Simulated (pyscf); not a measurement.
Single points on ωB97X-D3(BJ)/def2-SVP structures (PySCF, gas phase). MP2 and CC: frozen core, UHF for open shells. ΔMP2 is the change of the MP2 total energy from the triple- to the quadruple-zeta basis.

Q: Estimate by transition-state theory (the high-pressure limit) the rate constant of B–Cl (SMILES [B]Cl) [singlet] + CH₄ (SMILES C) -> H₃C–BH–Cl (SMILES CBCl) (singlet surface; C–H broken, B–C, B–H formed) at 600 K, with CCSD(T)/def2-TZVPP + ΔMP2(QZVPP) energies (ideal gas, 1 atm, RRHO with modes under 100 cm⁻¹ raised to 100, one conformer, R ln 2 for chiral ones without a mode under 150 cm⁻¹; no tunnelling).

A: The electronic barrier is 38.9 kcal/mol and the thermal terms add +15.2, so ΔG‡ = 54.0 kcal/mol. With k_BT/h = 1.25e+13 s⁻¹ and RT = 1.192 kcal/mol, and a volume of 8.18e-20 cm³ per molecule at 1 atm, k = 2.1e-26 cm³ molecule⁻¹ s⁻¹. The product is born with the 101 kcal/mol of the reverse barrier and needs collisions to keep. Wigner's tunnelling factor for 1428i cm⁻¹ would be 1.49, likely too low at so high a frequency. A shift of 1 kcal/mol in the barrier changes k by a factor 2.3. This is the saddle that the search found; another between the same sides may lie lower. The CCSD(T) − MP2 part came from Ansatz, without density fitting, on the same reference.
